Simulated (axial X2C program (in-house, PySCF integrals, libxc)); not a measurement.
# A two-component session on PC: properties at the nuclei

Wanted for PC: properties at the nuclei, at the two-component level.

The runs use an in-house X2C program for linear molecules on PySCF integrals; two-component X2C with atomic mean-field terms, P dyall-v3z, C dyall-v3z.

All values are calculated.

## (1) Set-up

File task.json:

```json
{"zs": [15, 6], "q": 0, "bas": ["dyall-v3z", "dyall-v3z"], "r0": 1.69, "levels": ["PBE0", "HF", "PBE50", "B3LYP", "TPSSh"], "nst": 3}
```

Keys: zs atomic numbers; q charge; bas basis sets; r0 starting distance in Å; levels methods (HF also brings MP2); nst determinants followed.

Run with:

```sh
$ python soeom.py task.json out
```

Further steps of the session: Expectation values, lowest determinant; Expectation values, a higher determinant.

What does the calculation give? Wanted: lowest determinant; Eeff magnitude; Ws magnitude P; A∥/gI P; qzz P; higher determinant (for each run or level that gives them).

**Answer**, as computed:

| quantity | value |
| --- | --- |
| lowest determinant | Ω = 1/2 (excess of +ω over −ω: ω = 1/2) |
| Eeff magnitude (GV/cm), PBE0 | 0.0344 |
| Ws magnitude P (kHz), PBE0 | 0.012 |
| A∥/gI P (MHz), PBE0 | 62.1 |
| qzz P (a.u.), PBE0 | -0.52 |
| higher determinant | Ω = 3/2 (excess of +ω over −ω: ω = 3/2) |
| Eeff magnitude (GV/cm), PBE0, higher determinant | 0.00551 |
| Ws magnitude P (kHz), PBE0, higher determinant | 0.00148 |
| A∥/gI P (MHz), PBE0, higher determinant | 117 |
| qzz P (a.u.), PBE0, higher determinant | -2.31 |

What this shows: In the first state, the effective field runs from 0.0163 to 0.0417 GV/cm over the mean-field levels, so the levels don't agree on it. The expectation values come from single determinants, which for open shells can mix terms of unlike spin or miss the lowest Ω, so a determinant need not be a state. Eeff is the effective electric field on the electron dipole moment in this Ω state and Ws the scalar–pseudoscalar constant (defined with the proton number Z and per Ω); A∥ is the parallel hyperfine constant, which follows by multiplying with the nuclear g factor gI = μI/(I μN); qzz is the electric field gradient, eQq0 = 234.96 MHz × Q/barn × qzz; μ is positive if C is the positive end. The operators were transformed with the bare-nucleus X2C matrices.
